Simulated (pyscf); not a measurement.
Optimised with ωB97X-D3(BJ)/def2-SVP in PySCF.

How much does it cost (ΔH, 298 K, ωB97M-D3(BJ)/def2-TZVP) to split H₃C–W(F)(F)(F)(F)–F (SMILES [CH3][W]([F])([F])([F])([F])[F]) at its C–W bond into CH₃• + [F–W(F)(F)(F)–F]•?

C–W to CH₃• + [F–W(F)(F)(F)–F]•: 1.90 eV. The 7 functionals that were run give +1.90 (ωB97M-D3(BJ)/def2-TZVP) to +2.27 eV (PBE). The radicals are drawn with the spin at the cut bond; how far it spreads was not checked. Open-shell species with a d-block atom are single-reference here; other states, and whether the spin sits on metal or ligand, were not checked. Elements past Kr carry the def2 core potentials, without spin-orbit coupling.
